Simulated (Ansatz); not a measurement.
Ansatz (a quantum-chemistry and plane-wave program) input (r2SCAN/def2-TZVPD):

Ansatz 0.2 input:
```yaml
crystal:
  periodic: [false, false, false]
  atoms:
    - {symbol: O, position_ang: [-1.08887154, -0.44118669, -0.01223018]}
    - {symbol: C, position_ang: [-0.05027312, 0.20044672, 0.00177486]}
    - {symbol: O, position_ang: [1.16824354, 0.12471821, 0.00942801]}
    - {symbol: H, position_ang: [-0.33333734, 1.32906756, 0.01176824]}
basis:
  gaussian:
    orbitals: def2-TZVPD
hamiltonian:
  xc: {name: r2SCAN}
magnetization: {spin_polarized: true, initial_magnetization: 1}
output: {forces: true}
```

End of the output:

```
integrals: 0.03 GiB planned
593 factors; their error is unknown
mean field: 0.42 GiB planned
mean field evaluation 1: about -5141.5494 eV, gradient 3.3e1 eV
mean field evaluation 2: about -5136.3422 eV, gradient 5.0e1 eV
mean field evaluation 4: about -5145.0715 eV, gradient 1.5e0 eV
mean field evaluation 8: about -5145.0846 eV, gradient 9.7e-2 eV
mean field evaluation 16: about -5145.0754 eV, gradient 3.1e-4 eV
mean field evaluation 32: about -5145.0103 eV, gradient 1.2e0 eV
mean field -5145.07537373 eV, -189.0780325271 hartree, gradient 4.7e-5 eV, S^2 0.757131; 3 other end points of the search recorded, 0 dependent functions left out
the calculation of the forces begins
reference -5145.07539433 eV, -189.0780332844 hartree; 12, 11 occupied and 114, 115 virtual orbitals, 593 factors
Total energy: -5145.07539433 eV, -189.0780332844 hartree
Atom 0 at    -1.088872    -0.441187    -0.012230 Å, force    -0.116091    -0.020573    -0.001024 eV/Å
Atom 1 at    -0.050273     0.200447     0.001775 Å, force     0.024153    -0.096301    -0.000853 eV/Å
Atom 2 at     1.168244     0.124718     0.009428 Å, force     0.112064     0.036630     0.001166 eV/Å
Atom 3 at    -0.333337     1.329068     0.011768 Å, force    -0.020126     0.080245     0.000711 eV/Å
Dipole moment:    -0.076526     0.305119     0.002702 e Å
```

It need not be the lowest isomer of its formula.
